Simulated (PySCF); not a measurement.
# 1-Chloro-1-Fluoroethane: geometry, spin-spin couplings

What spin-spin couplings should 1-Chloro-1-Fluoroethane (`C[C@@H](F)Cl`) show?

The runs use PySCF 2.14.0, with density-fitted response routines of our own; the level of theory stands in each step. All values are computed, except where a source is named. Atoms are numbered from 0 throughout.

## 1. The starting structure

8 atoms, charge 0, multiplicity 1; geometry from: MMFF94s.

Bonds of the start (Å): C0–C1 1.51, C1–F2 1.36, C1–Cl3 1.77, C0–H4 1.10, C0–H5 1.09, C0–H6 1.09, C1–H7 1.09.

## 2. Optimising the geometry at PBE0-D3(BJ)/def2-SVP

What the job is given:

```
{"job": {"xc": "PBE0", "basis": "def2-SVP", "d3": "d3bj", "grid": 1, "kind": "geom"}, "charge": 0, "multiplicity": 1}
C     -0.787581    -0.116991    -0.011430
C      0.715481     0.016898     0.099776
F      1.298195    -0.845921    -0.773747
Cl     1.231436     1.669404    -0.285502
H     -1.126394     0.094087    -1.031306
H     -1.089253    -1.144472     0.216512
H     -1.304837     0.556468     0.678848
H      1.062954    -0.229475     1.106849
```

**Question.** This job is followed by: B3LYP/cc-pVTZ indirect spin-spin coupling, non-relativistic, gas phase; B3LYP/6-31G* indirect spin-spin coupling, non-relativistic, gas phase. What will the session give for the following? point group; rotational constants (main isotopes); largest coupling of the table (B3LYP/cc-pVTZ); range of J(C1,F2), mean over like pairs.

The runs gave:

| quantity | value |
| --- | --- |
| point group | C1 |
| rotational constants (main isotopes) | 9.10, 4.65, 3.33 GHz |
| largest coupling of the table (B3LYP/cc-pVTZ) | ¹J(C,F) C1–F2, -304.6 Hz |
| range of J(C1,F2), mean over like pairs | -304.6 to -250.3 Hz |

Relaxing lowered the energy by 0.018 eV in 3 steps; the close pair that moved most is C1–Cl3, from 1.774 to 1.790 Å. Of the pairs tabulated at B3LYP/cc-pVTZ, C1–F2 couples most strongly (-304.6 Hz; Fermi contact -307.4 Hz). The coupling C1–F2, as a mean over pairs of its kind, runs from -304.6 Hz (B3LYP/cc-pVTZ) to -250.3 Hz (B3LYP/6-31G*). Couplings from bases without tight functions are rough.
